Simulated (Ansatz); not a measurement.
## SiH3 (silyl radical): methods side by side

The species is SiH3 (4 atoms), meant as a doublet with charge 0. As SMILES, `[SiH3]`. Geometry: relaxed at PBE0-D4/def2-TZVP.

```xyz
4

Si    0.2938   -0.0269   -0.1640
H     0.5592    0.6653    1.1239
H    -0.2240   -1.4017    0.0601
H    -0.6289    0.7632   -1.0200
```

Quantity: the energy change with the Si1–H2 bond stretched from 1.486 to 2.229 Å, in eV. The values are calculated.

```
                                 level                    kind  program  value (eV)
   USVWN5/6-31G* (spherical functions)                     LDA   Ansatz        1.76
U-r2SCAN0/6-31G* (spherical functions)         hybrid meta-GGA   Ansatz           ?
   UB3LYP/6-31G* (spherical functions)           global hybrid   Ansatz        1.88
   UBHLYP/6-31G* (spherical functions)           global hybrid   Ansatz           ?
  U-wB97X/6-31G* (spherical functions)  range-separated hybrid   Ansatz        2.04
  UB2PLYP/6-31G* (spherical functions)           double hybrid   Ansatz        1.98
    UCCSD/6-31G* (spherical functions)   coupled cluster or CI   Ansatz        1.83
                             FCI/3-21G      exact in the basis   Ansatz        1.56
      FCI/6-31G* (spherical functions)      exact in the basis   Ansatz        1.77
```

**Question.** Estimate the missing values from the other rows.

**Answer.** As computed at these levels: U-r2SCAN0/6-31G* (spherical functions): 2.03 eV; UBHLYP/6-31G* (spherical functions): 2.07 eV. The first shape isn't each level's own minimum. The values span 1.56 to 2.07 eV. Spin contamination of the reference (⟨S²⟩ at least 0.1 too high) touches UCCSD/6-31G*. High-level rows in very small sets aren't better than simpler rows in larger ones.
